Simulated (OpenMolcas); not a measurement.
A ladder of methods for SiH3 (silyl radical)

SiH3: 4 atoms, total charge 0, spin state doublet. SMILES: `[SiH3]`. The shape is that of a GFN2-xTB optimisation.

| atom | x (Å) | y (Å) | z (Å) |
| --- | --- | --- | --- |
| Si | 0.2066 | -0.0189 | -0.1151 |
| H | 0.5871 | 0.6618 | 1.1056 |
| H | -0.1950 | -1.4016 | 0.0434 |
| H | -0.5987 | 0.7587 | -1.0339 |

Quantity: the energy change with the Si1–H3 bond stretched from 1.449 to 1.811 Å, in eV. The values are calculated.

```json
{"level": "UHF/3-21G", "kind": "Hartree–Fock", "program": "OpenMolcas", "value (eV)": "0.64"}
{"level": "UPBE/3-21G", "kind": "GGA", "program": "OpenMolcas", "value (eV)": "0.48"}
{"level": "CASSCF(3,3)/3-21G", "kind": "multireference", "program": "OpenMolcas", "value (eV)": "0.44"}
{"level": "MC-PDFT[tPBE](7,7)/3-21G", "kind": "multireference", "program": "OpenMolcas", "value (eV)": "?"}
{"level": "MRCI(7,7)/3-21G", "kind": "multireference", "program": "OpenMolcas", "value (eV)": "0.46"}
{"level": "SC-NEVPT2(7,7)/3-21G", "kind": "multireference", "program": "OpenMolcas", "value (eV)": "?"}
{"level": "ROCCSD(T)/3-21G", "kind": "coupled cluster or CI", "program": "OpenMolcas", "value (eV)": "0.47"}
{"level": "FCI/3-21G", "kind": "exact in the basis", "program": "OpenMolcas", "value (eV)": "0.46"}
```

Estimate the missing values from the other rows.

As computed at these levels: MC-PDFT[tPBE](7,7)/3-21G: 0.50 eV; SC-NEVPT2(7,7)/3-21G: 0.45 eV. The first shape isn't each level's own minimum. The values span 0.44 to 0.64 eV. All rows use very small basis sets, so even the best lies far from the true value.
